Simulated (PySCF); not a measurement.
# Vibration and rotation of NaC

UHF-CCSD(T) constants of NaC, ⁴Σ⁻ (quartet), unpaired electrons σ ↑, π ↑↑ (basis Na 6-31G(d,p), C 6-31G(d,p); no relativity; PySCF 2.14; masses 22.9898 and 12.0000 u):

```
ωe           : 443.1 cm⁻¹
ωexe         : 2.01 cm⁻¹
Be           : 0.428 cm⁻¹
αe           : 0.00358 cm⁻¹
De to Na + C : 1.58 eV
```

(1) What force constant and bond length do these constants imply?

(2) Estimate the centrifugal constant D from the Kratzer relation and find the Dunham coefficient a1.

Correlated steps freeze 2 core orbitals. Correlated levels converge slowly with the basis: in double zeta they bind strong bonds too weakly, by up to about 1 eV, and carry superposition errors of some tenths. The state was picked by a PBE0 search and need not be the measured ground state.

## Answers

(1) Reduced mass μred = 7.8845 u; k = 5.8918×10⁻⁷·μred·ωe² (u, cm⁻¹, mdyn/Å) = 0.912 mdyn/Å; Re = √(16.8576/(μred·Be)) (u, cm⁻¹, Å) = 2.235 Å.

(2) D = 4Be³/ωe² = 1.6e-06 cm⁻¹; a1 = −1 − αeωe/(6Be²) = -2.44.
